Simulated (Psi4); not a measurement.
# ClF (chlorine monofluoride) at B3LYP/STO-3G (sweep point 1)

What is the energy change on altering one bond length of ClF (chlorine monofluoride) at B3LYP/STO-3G (sweep point 1)? Input form: a Python script.

Program for the calculation: Psi4 1.11.

1 further run of the same task is left out (it didn't finish).

**1. The structure to begin with**

The species is ClF (2 atoms), meant as a singlet with charge 0. SMILES: `FCl`. The shape is that of a PBE0-D4/def2-TZVP optimisation.

Bond lengths: F1–Cl2 1.620 Å.

**2. The energy at B3LYP/STO-3G (sweep point 1)**

run.py

```python
import psi4

psi4.set_memory('1600 MB')
psi4.set_num_threads(1)
psi4.set_output_file('output.dat', False)

m = psi4.geometry("""
0 1
F      0.000000     0.000000     0.031290
Cl     0.000000     0.000000     1.650960
symmetry c1
""")

psi4.set_options({
    'puream': True,
    'scf_type': 'pk',
    'dft_radial_points': 99,
    'dft_spherical_points': 590,
})

E, wfn = psi4.energy("b3lyp/STO-3G", return_wfn=True)
print(f'b3lyp/STO-3G energy: {E:.10f} Eh')
```

Launch:

```console
$ python run.py
```

output.dat:

```text
[...]
  Running in c1 symmetry.
[...]
  Nuclear repulsion =   49.988030421326577
[...]
  Multiplicity = 1
[...]
  Nalpha       = 13
  Nbeta        = 13
[...]
    Number of basis functions: 14
[...]
   @RKS iter   1:  -553.46684306044529   -2.66604e-01   7.27180e-03 DIIS/ADIIS
[...]
   @RKS iter   5:  -553.47520222943115   -1.60786e-07   3.25155e-07 DIIS
[...]
    Orbital Energies [Eh]
    ---------------------
    Doubly Occupied:
       1A   -100.523104     2A    -24.457571     3A     -9.317616
       4A     -7.100310     5A     -7.080954     6A     -7.080954
       7A     -1.161676     8A     -0.734844     9A     -0.418710
      10A     -0.356703    11A     -0.356703    12A     -0.217661
      13A     -0.217661
[...]
  @RKS Final Energy:  -553.47520222943115
   => Energetics <=
    Nuclear Repulsion Energy =             49.9880304213265774
    One-Electron Energy =                -866.7225956982425714
    Two-Electron Energy =                 294.3890305230116269
    DFT Exchange-Correlation Energy =     -31.1296674755268192
    Empirical Dispersion Energy =           0.0000000000000000
    VV10 Nonlocal Energy =                  0.0000000000000000
    Total Energy =                       -553.4752022294311473
[...]
 Multipole Moments:
 ------------------------------------------------------------------------------------
     Multipole            Electronic (a.u.)      Nuclear  (a.u.)        Total (a.u.)
 ------------------------------------------------------------------------------------
 L = 1.  Multiply by 2.5417464519 to convert [e a0] to [Debye]
 Dipole X            :          0.0000000            0.0000000            0.0000000
 Dipole Y            :         -0.0000000            0.0000000           -0.0000000
 Dipole Z            :         -0.6495063            0.4680760           -0.1814303
 Magnitude           :                                                    0.1814303
[...]
```

The script printed:

```text
b3lyp/STO-3G energy: -553.4752022294 Eh
```

Wall time 3.9 s (1 thread of Intel Xeon Platinum 8488C (Sapphire Rapids), shared host); peak memory 0.23 GiB.

**3. The distorted shape**

clf.py

```python
import psi4

psi4.set_memory(1600000000)
psi4.set_num_threads(1)
psi4.core.set_output_file('output.dat', False)

geom = psi4.geometry("""
F      0.000000     0.000000    -1.264440
Cl     0.000000     0.000000     1.650960
symmetry c1
""")

psi4.set_options({
    'basis': 'STO-3G',
    'puream': True,
    'scf_type': 'pk',
    'dft_radial_points': 99,
    'dft_spherical_points': 590,
    'level_shift': 0.3,
    'level_shift_cutoff': 1e-09,
    'd_convergence': 1e-06,
    'maxiter': 150,
})

energy_value, wavefunction = psi4.energy('b3lyp', return_wfn=True)
print(f'total energy {energy_value:.8f} hartree = {energy_value * 27.211386:.5f} eV')
for k, v in sorted(psi4.core.scalar_variables().items()):
    print(f'{k:45s} {v:18.10f}')
```

Launch:

```console
$ python clf.py
```

output.dat:

```text
[...]
  Running in c1 symmetry.
[...]
  Nuclear repulsion =   27.771185165846884
[...]
  Multiplicity = 1
[...]
  Nalpha       = 13
  Nbeta        = 13
[...]
    Number of basis functions: 14
[...]
   @RKS iter   1:  -552.96873635811028   -3.46382e-02   1.63884e-02 ADIIS/DIIS/SHIFT
[...]
   @RKS iter  49:  -553.31952948654896   -1.01977e-10   9.83938e-07 DIIS/SHIFT
[...]
    Orbital Energies [Eh]
    ---------------------
    Doubly Occupied:
       1A   -100.439535     2A    -24.463604     3A     -9.242402
       4A     -7.023104     5A     -7.007227     6A     -7.007227
       7A     -1.075798     8A     -0.711977     9A     -0.273859
      10A     -0.272566    11A     -0.272566    12A     -0.250865
      13A     -0.250865
[...]
  @RKS Final Energy:  -553.31952948654896
   => Energetics <=
    Nuclear Repulsion Energy =             27.7711851658468838
    One-Electron Energy =                -823.4887473803063358
    Two-Electron Energy =                 273.4560036822415441
    DFT Exchange-Correlation Energy =     -31.0579709543309583
    Empirical Dispersion Energy =           0.0000000000000000
    VV10 Nonlocal Energy =                  0.0000000000000000
    Total Energy =                       -553.3195294865488449
[...]
 Multipole Moments:
 ------------------------------------------------------------------------------------
     Multipole            Electronic (a.u.)      Nuclear  (a.u.)        Total (a.u.)
 ------------------------------------------------------------------------------------
 L = 1.  Multiply by 2.5417464519 to convert [e a0] to [Debye]
 Dipole X            :          0.0000000            0.0000000            0.0000000
 Dipole Y            :          0.0000000            0.0000000            0.0000000
 Dipole Z            :         -1.3475430            0.8425351           -0.5050080
 Magnitude           :                                                    0.5050080
[...]
```

Standard output:

```text
total energy -553.31952949 hartree = -15056.59130 eV
CURRENT ENERGY                                   -553.3195294865
CURRENT REFERENCE ENERGY                         -553.3195294865
DD SOLVATION ENERGY                                 0.0000000000
DFT FUNCTIONAL TOTAL ENERGY                      -553.3195294865
DFT TOTAL ENERGY                                 -553.3195294865
DFT VV10 ENERGY                                     0.0000000000
DFT XC ENERGY                                     -31.0579709543
GRID ELECTRONS ALPHA                               12.9999999985
GRID ELECTRONS BETA                                12.9999999985
GRID ELECTRONS TOTAL                               25.9999999971
NUCLEAR REPULSION ENERGY                           27.7711851658
ONE-ELECTRON ENERGY                              -823.4887473803
PCM POLARIZATION ENERGY                             0.0000000000
PE ENERGY                                           0.0000000000
SCF ITERATION ENERGY                             -553.3195294865
SCF ITERATIONS                                     49.0000000000
SCF TOTAL ENERGY                                 -553.3195294865
TWO-ELECTRON ENERGY                               273.4560036822
XC GRID RADIAL POINTS                              99.0000000000
XC GRID SPHERICAL POINTS                          590.0000000000
XC GRID TOTAL POINTS                           105016.0000000000
```

Run time: 6.3 s. Hardware: 1 thread of Intel Xeon Platinum 8488C (Sapphire Rapids), shared host; peak memory 0.23 GiB.

**4. Outcome**

Level: B3LYP/STO-3G (sweep point 1).

```
                                                          quantity          value
                                         first shape: total energy  -553.47520 Eh
                                        first shape: dipole moment         0.46 D
                                          first shape: HOMO energy       -5.92 eV
                                          first shape: LUMO energy        1.24 eV
                                        first shape: HOMO–LUMO gap        7.17 eV
                                     distorted shape: total energy  -553.31953 Eh
                                    distorted shape: dipole moment         1.28 D
                                      distorted shape: HOMO energy       -6.83 eV
energy change with the F1–Cl2 bond stretched from 1.620 to 2.915 Å       4.236 eV
```

What this shows: One bond (distorted shape) is far stretched, which a spin-restricted single reference describes badly; a broken-symmetry solution may lie lower. With the F1–Cl2 bond stretched from 1.620 to 2.915 Å the energy rises by 4.24 eV (98 kcal/mol). The first shape isn't relaxed at this level, so the change isn't measured from a minimum. A restricted reference can't describe the breaking bond well at this length. The minimal basis adds a large error of its own.
